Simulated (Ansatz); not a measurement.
# C4H8F2: small, medium and large basis sets

The task here is to estimate one member of a computed series from the others.

Method: one geometry, several basis sets; program: Ansatz 0.2.0, Gaussian basis.

The runs, in order: PBE0-D4/def2-SVP; ωB97M-V/def2-SVP; PBE0-D4/def2-QZVPP; ωB97M-V/def2-QZVPP; the functionals' def2-TZVPP values are taken from earlier runs.

### Structure used throughout

All runs share one geometry, relaxed beforehand with PBE0-D4 in a triple-zeta def2 set.

14 atoms, charge 0, spin multiplicity 1.

Atoms are counted from 1 here; the program's logs count them from 0.

Bond lengths: C1–C2 1.522 Å, C1–H7 1.092 Å, C1–H8 1.093 Å, C1–H9 1.091 Å, C2–C3 1.521 Å, C2–C4 1.511 Å, C2–H10 1.097 Å, C3–H11 1.092 Å, C3–H12 1.091 Å, C3–H13 1.092 Å, C4–F5 1.360 Å, C4–F6 1.362 Å, C4–H14 1.096 Å. Angles: C2–C1–H7 110.8°, C2–C1–H8 111.8°, C2–C1–H9 110.3°, H7–C1–H8 108.1°, H7–C1–H9 108.0°, H8–C1–H9 107.8°, C1–C2–C3 112.2°, C1–C2–C4 109.9°, C1–C2–H10 108.8°, C3–C2–C4 111.5°, C3–C2–H10 109.1°, C4–C2–H10 105.0°, C2–C3–H11 110.1°, C2–C3–H12 111.5°, C2–C3–H13 110.8°, H11–C3–H12 108.2°, H11–C3–H13 108.0°, H12–C3–H13 108.2° and more.

Set-up of the first run:

Contents of in.yaml:

```yaml
crystal:
  periodic: [false, false, false]
  atoms:
    - {symbol: C, position_ang: [-1.181611, -0.707689, 0.517563]}
    - {symbol: C, position_ang: [0.208114, -0.351388, 0.010720]}
    - {symbol: C, position_ang: [0.188724, 0.128610, -1.432524]}
    - {symbol: C, position_ang: [0.844154, 0.669227, 0.925644]}
    - {symbol: F, position_ang: [2.123964, 0.929324, 0.545113]}
    - {symbol: F, position_ang: [0.172002, 1.852517, 0.880202]}
    - {symbol: H, position_ang: [-1.844380, 0.159422, 0.472709]}
    - {symbol: H, position_ang: [-1.157890, -1.062896, 1.551271]}
    - {symbol: H, position_ang: [-1.618525, -1.497330, -0.096387]}
    - {symbol: H, position_ang: [0.849377, -1.237855, 0.084581]}
    - {symbol: H, position_ang: [-0.218364, -0.649899, -2.080747]}
    - {symbol: H, position_ang: [1.190971, 0.375773, -1.784953]}
    - {symbol: H, position_ang: [-0.438485, 1.016403, -1.537048]}
    - {symbol: H, position_ang: [0.869048, 0.346380, 1.972657]}
basis:
  gaussian: {orbitals: def2-SVP}
hamiltonian: {xc: pbe0, dispersion: d4}
output: {orbitals: {seedname: orbitals}}
```

Run with:

```bash
$ ansatz run in.yaml --threads 4 --pin off --events-out ev --progress --plain --max-ram 11315MiB
```

Steps of the session up to this table: PBE0-D4 in def2-SVP; ωB97M-V in def2-SVP; PBE0-D4 in def2-QZVPP; ωB97M-V in def2-QZVPP.

One table of the session follows, with a row left open; its other results are not shown here.

It belongs to the step «Density functionals: the series». 

| functional | basis | HOMO (eV) | LUMO (eV) |
| --- | --- | --- | --- |
| PBE0-D4 | def2-SVP | -9.09 | 1.70 |
| PBE0-D4 | def2-TZVPP | -9.18 | 1.12 |
| PBE0-D4 | def2-QZVPP | -9.21 | 0.66 |
| ωB97M-V | def2-SVP | -11.46 | 3.35 |
| ωB97M-V | def2-TZVPP | -11.56 | 2.55 |
| ωB97M-V | def2-QZVPP | ? | ? |

Estimate the missing values for ωB97M-V, def2-QZVPP.

The run gave: HOMO (eV): -11.59; LUMO (eV): 1.81. In the column «HOMO (eV)» it is the lowest.
